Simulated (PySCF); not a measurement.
# Identify the compound

The spectra below were simulated for a compound C₄H₄N₂.

1H NMR (600 MHz, computed): δ 9.60 (d, J = 1.6 Hz, 1H), 9.05 (d, J = 5.4 Hz, 2H), 7.34 (td, J = 5.4, 1.6 Hz, 1H).

13C{1H} NMR (computed): δ 165.6 (CH), 163.3 (CH, 2C), 127.0 (CH).

Equivalent nuclei averaged, in vacuum, relativity neglected, single conformer. PBE0/pcSseg-1 with gauge-including orbitals; geometry: GFN2-xTB; J: B3LYP/pcJ-1 (spin–dipole term only in couplings to heteroatoms); PySCF.

References, each an isolated molecule treated in the same way: TMS for 1H (σ = 31.72 ppm) and 13C (σ = 186.93 ppm).

Task: Choose the structure that fits.
A. C=NC(=C)C#N
B. c1ccnnc1
C. N#CCCC#N
D. c1cncnc1
E. CC(C#N)C#N

Result: D. 

- The formula gives 4 degrees of unsaturation (1 ring in the answer).
- 3 carbon signals for 4 carbons: some carbons are equivalent by symmetry or fast rotation.
- Carbon types of the structure: 4 × CH, which accounts for all hydrogens.
- δC 165.6: aromatic CH between two ring heteroatoms.
- δC 163.3: aromatic CH next to a ring nitrogen; the adjacent pyridine-type nitrogen withdraws density from it.
- δC 127.0: aromatic CH; the aromatic region.
- δH 9.60: hydrogen on an aromatic CH between two ring heteroatoms; it sits in the deshielding region of the aromatic ring current.
- δH 9.05: hydrogen on an aromatic CH next to a ring nitrogen; ring current plus the neighbouring ring nitrogen.
- The protons at 7.34 and 9.05 share a coupling of 5.4 Hz (vicinal, an ortho-type coupling).

The others: C=NC(=C)C#N would give 4 carbon signals, not 3; N#CCCC#N would give 2 carbon signals, not 3; c1ccnnc1 would give 2 carbon signals, not 3; CC(C#N)C#N would give 2 signals for carbon-bound and other non-exchanging H, not 3.

Splittings below 1 Hz are ignored in the labels, and close J values are merged. Unscaled 3J(H,H) at this level run about 10 % above measured values. Shifts are as computed. Against solution values, carbons near 30 ppm lie about +3 ppm off and those near 130 ppm about +5 ppm. Of 1211 compounds with measured shifts, 218 miss one by over three times the rms of a fit or turn the order of signals round; such compounds aren't used in these exercises.
